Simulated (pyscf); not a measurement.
H₃Si–GeH₃ -> silane (SiH₄) + germylene (GeH₂) [singlet], a 1,1-elimination (singlet surface; Ge–Si, Ge–H broken, H–Si formed). Single points on ωB97X-D3(BJ)/def2-SVP structures (PySCF, gas phase). Correlated levels are frozen-core, on RHF or UHF. ΔMP2 is the change of the MP2 total energy from the triple- to the quadruple-zeta basis. Energies in kcal/mol from the reactant's lowest minimum found.

Small-basis levels: PySCF, no dispersion term, spherical d functions. 

In single points MP2/6-31G*+LANL2DZ puts the saddle at 48.9 kcal/mol and the reaction energy at +40.2 kcal/mol. Should these be trusted to within a few kcal/mol? Compare with CCSD(T)/def2-TZVPP + ΔMP2(QZVPP).

CCSD(T)/def2-TZVPP + ΔMP2(QZVPP) gives ΔE‡ = 39.3 kcal/mol and ΔE = +44.7 kcal/mol. MP2/6-31G*+LANL2DZ lies 9.6 kcal/mol over it in the barrier and 4.5 kcal/mol under it in the reaction energy, so on this step it does not hold to within 3.0 kcal/mol. CCSD(T)/def2-TZVPP + ΔMP2(QZVPP) has limits of its own. On the product side the descent ends in an adduct with a Ge–Si contact, 11.1 kcal/mol under the separated species and 3.6 kcal/mol under the saddle at ωB97X-D3(BJ)/def2-TZVP. At CCSD(T) the saddle lies under the separated products, which points to a path from their complex (located at ωB97X-D3(BJ) alone), and parting the products costs more than the saddle. What is counted as broken (Ge–Si) persists as a longer contact in the product adduct; parting that adduct is a step of its own. At ωB97X-D3(BJ) the barrier from the zero used here is 41.7 kcal/mol. One saddle was located; it need not be the lowest between these sides. The CCSD(T) − MP2 part came from Ansatz, without density fitting, on the same reference. The frozen core leaves the outer d or s,p core shells of the metals and heavy elements correlated in the MP2 and CC values, and def2-TZVPP describes them poorly, which can shift differences by a few kcal/mol. In the def2 sets elements up to Kr have no core potential.
